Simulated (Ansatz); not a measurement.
**Two structures, one formula**

Two relaxed structures of CH$_{3}$AlN (charge -1), closed shell (PBE0-D4/def2-TZVPD; forces vanish, vibrations not checked).

A:

```csv
atom,x (Å),y (Å),z (Å)
C1,0.0244,-0.7015,-0.9255
N2,0.3003,0.1848,0.1207
Al3,0.6324,1.2514,1.3793
H4,-0.6357,-0.2762,-1.7121
H5,-0.4857,-1.6342,-0.6014
H6,0.9286,-1.0478,-1.4711
```

B:

```
6
angstrom
C -0.1625 -0.5436 -0.9378
N 0.1823 0.1608 0.0334
Al 0.8933 1.2754 1.2790
H -0.8765 -0.2019 -1.7155
H 0.2146 -1.5732 -1.1081
H -0.2512 0.8825 2.4490
```

Ansatz 0.2.0; basis: def2-TZVPPD; cores frozen in the correlated methods. B3LYP uses VWN-RPA correlation.

Q: Which structure is lower at CCSD(T), and by how much? (An estimate is asked for; the value comes from the calculation.)

A: Computed: A, by 12.85 kcal/mol (electronic energy, against the other). By their contacts, A is CH₃AlN ([CH3][N][Al]), total charge -1 and B is CH₃AlN ([CH2][N][AlH]), total charge -1.

All methods give the same order:

| method | E(B) − E(A) (kcal/mol) |
| --- | --- |
| PBE-D4 | 11.38 |
| r2SCAN-D4 | 11.54 |
| PBE0-D4 | 12.20 |
| B3LYP-D4 | 10.12 |
| wB97M-V | 11.65 |
| HF | 4.58 |
| MP2 | 18.45 |
| CCSD | 11.35 |
| CCSD(T) | 12.85 |

T1 diagnostic: at most 0.022. The restricted Hartree–Fock reference is unstable towards an unrestricted one at one or more of these structures.

Labels in which every atom is bracketed show which atoms are joined, not bond orders.

For scale, one of the runs: CCSD(T)/def2-TZVPPD, 173 basis functions, launched by `ansatz run in.yaml --threads 2 --pin off --events-out ev --progress --plain --max-ram 4352MiB`. Hardware: 2 CPU threads of an Arm Neoverse V2, shared host. Wall time 20 s; peak host memory 1.4 GiB.
